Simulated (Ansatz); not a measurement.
**C₂H₅Cl: small, medium and large basis sets**

How large a basis does C₂H₅Cl need? Two functionals are run in growing sets.

Program: Ansatz 0.2.0, Gaussian basis. Level of theory: one geometry, several basis sets. These are calculated values, not measurements.

Plan: PBE0-D4/def2-SVP; ωB97M-V/def2-SVP; PBE0-D4/def2-QZVPP; ωB97M-V/def2-QZVPP; the functionals' def2-TZVPP values are taken from earlier runs.

## Step 1: The relaxed structure

An earlier PBE0-D4 in a triple-zeta def2 set relaxation fixed the geometry.

8 atoms, charge 0, spin multiplicity 1.

Atoms are counted from 1 here; the program's logs count them from 0.

Bond lengths: C1–C2 1.507 Å, C1–H4 1.094 Å, C1–H5 1.091 Å, C1–H6 1.091 Å, C2–Cl3 1.788 Å, C2–H7 1.089 Å, C2–H8 1.089 Å. Angles: C2–C1–H4 109.6°, C2–C1–H5 111.0°, C2–C1–H6 111.0°, H4–C1–H5 108.4°, H4–C1–H6 108.4°, H5–C1–H6 108.4°, C1–C2–Cl3 111.4°, C1–C2–H7 111.9°, C1–C2–H8 111.9°, Cl3–C2–H7 106.3°, Cl3–C2–H8 106.3°, H7–C2–H8 108.7°.

## Step 2: PBE0-D4 in def2-SVP

Contents of in.yaml:

```yaml
crystal:
  periodic: [false, false, false]
  atoms:
    - {symbol: C, position_ang: [-0.431478, 0.578610, -0.317950]}
    - {symbol: C, position_ang: [0.288511, -0.626410, 0.230130]}
    - {symbol: Cl, position_ang: [1.878187, -0.181505, 0.916621]}
    - {symbol: H, position_ang: [-1.397849, 0.272852, -0.729309]}
    - {symbol: H, position_ang: [0.146661, 1.051763, -1.112986]}
    - {symbol: H, position_ang: [-0.609027, 1.317766, 0.464562]}
    - {symbol: H, position_ang: [0.486738, -1.368138, -0.542815]}
    - {symbol: H, position_ang: [-0.269544, -1.101942, 1.035948]}
basis:
  gaussian: {orbitals: def2-SVP}
hamiltonian: {xc: pbe0, dispersion: d4}
output: {orbitals: {seedname: orbitals}}
```

On the command line:

```
$ ansatz run in.yaml --threads 2 --pin off --events-out ev --progress --plain --max-ram 4352MiB
```

Further steps of the session: ωB97M-V in def2-SVP; PBE0-D4 in def2-QZVPP; ωB97M-V in def2-QZVPP.

Before running them: what should the planned runs give, taken together? Wanted: PBE0-D4: double and triple zeta above quadruple; ωB97M-V: double and triple zeta above quadruple.

The runs gave:

```
                                       quantity          value
PBE0-D4: double and triple zeta above quadruple  7.27, 0.50 eV
ωB97M-V: double and triple zeta above quadruple  7.38, 0.49 eV
```

What this shows: For PBE0-D4 the step from double to triple zeta gains 6.76 eV and the next only 0.50 eV. Total energies overstate the basis error of differences, where much of it tends to cancel. The LUMO of ωB97M-V is positive and keeps falling with the basis (3.37 to 1.82 eV): an unbound level that the basis holds in place.
